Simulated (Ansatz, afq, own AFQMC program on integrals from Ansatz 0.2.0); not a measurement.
Integrals from Ansatz 0.2.0, then the random walk in our own AFQMC program (afq).

```yaml
crystal:
  periodic: [false, false, false]
  atoms:
    - {symbol: Se, position_ang: [0.000000, 0.000000, 0.000000]}
    - {symbol: Mg, position_ang: [0.000000, 0.000000, 2.369500]}
basis:
  gaussian: {orbitals: cc-pVDZ}
total_charge: 1
magnetization: {spin_polarized: true, initial_magnetization: 3}
correlation: {method: ccsd_t, electrons: outside_noble_gas, hamiltonian_folder: ham}
```

```sh
$ ansatz run in.yaml --threads 1 --pin off --events-out ev --progress --plain --max-ram 1843MiB
```

afq runs on the folder ham with

```
--method phaseless --trial cid --walkers 40 --populations 1 --least-time 40 --time-step 0.01 --steps-per-block 10 --equilibration-blocks 100 --max-blocks 600 --target-error 0.00064 --factor-cut 1e-06 --start spin_pure --seed 7136 --taylor-order 4
```

Times are imaginary, in 1/Eh. The walk had a cap of 203 s. Filled inner d shells are frozen with the cores.

Log:

```
orbitals 26  electrons 5 2  factors 217 of 493
reference energy -2599.16686879 Eh
CCSD correlation -0.09496909 Eh in 11 cycles, weight of the determinant in the CISD state 0.9390
energy of the start -2599.262998 Eh
 block  time / (1/Eh)  mean weight  energy / Eh
     1     0.100  1.0003  -2599.262456
     2     0.200  0.9992  -2599.261960
     3     0.300  1.0004  -2599.261756
     4     0.400  0.9983  -2599.261730
     5     0.500  1.0004  -2599.261785
    10     1.000  1.0041  -2599.262448
    61     6.100  0.9967  -2599.264121
    73     7.300  0.9987  -2599.266514
   121    12.100  1.0013  -2599.264259
   133    13.300  0.9969  -2599.261896
   181    18.100  1.0019  -2599.266166
   241    24.100  1.0032  -2599.263941
   301    30.100  1.0017  -2599.263309
   361    36.100  0.9964  -2599.265950
   421    42.100  0.9979  -2599.264497
   481    48.100  1.0055  -2599.263604
   493    49.300  1.0005  -2599.261922
blocks merged  error / Eh  count
     1  0.000062  400
     2  0.000083  200
     4  0.000109  100
     8  0.000143  50
    16  0.000157  25
    32  0.000183  12
energy -2599.263786 +/- 0.000157 Eh
(rows thinned)
```

The run passed its tests (sampling time, drift between the halves within three errors, error under three times the target), which doesn't prove that it has relaxed.

Against this walk (error 4.3 meV) on the same determinant: CCSD(T) 8.2 meV higher (within the noise), CCSDT(Q) 5.8 meV lower (within the noise), full CI 6.4 meV lower (within the noise), a separate phaseless walk with a CISD trial and standard settings 7.6 ± 5.3 meV lower (within the noise). The error is statistical and leaves out the bias of the constraint.

Cautions: constraint bias not in the error; no relativity below Rb; no spin-orbit coupling; inner d shell frozen; another spin lies lower (by 1.27 eV); the time-step error isn't removed.

The walk took 44 s on 1 thread of Arm Neoverse V1, with other jobs on the host. The log's last line is the phaseless energy.

CCSDT and higher add their correlation energy to the determinant of the CCSD(T) run, since their own runs factorise the integrals more tightly (a shift of under 2 meV). A walk keeps the symmetry of its determinant, which the program's search chose and which needn't be the lowest solution, so a lower state of the same spin and another symmetry isn't excluded.
